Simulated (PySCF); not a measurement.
Gas-phase reaction: 2 AlH + 2 H + Cl₂ ⇌ 2 AlH₂Cl

Method: PySCF energies plus ideal-gas RRHO corrections (1 bar). † marks an energy on the PBE0/def2-TZVP geometry and frequencies; other levels use their own. MP2 freezes the core. 6-31G* has spherical d functions here. Open shells (unrestricted): H (multiplicity 2); the rest are closed-shell singlets. AlH₂Cl: computed as isolated molecules; such fragments, hydroxides, amides, oligomers or adducts are transient or little studied in the gas. MP2 isn't extrapolated to the basis-set limit.

BLYP/def2-TZVP† gives ΔH°(298 K) = -1111 kJ.

Task: What do MP2/def2-SVP†, HF/6-31G*, MP2/def2-TZVPP† give?

Result: MP2/def2-SVP†: -1186 kJ; HF/6-31G*: -1088 kJ; MP2/def2-TZVPP†: -1186 kJ. For scale, ΔH°(298 K) is -1111 kJ at this level, -1160 kJ at ωB97M-V/def2-TZVP†, and runs from -1489 to -1082 kJ over the 20 levels computed.
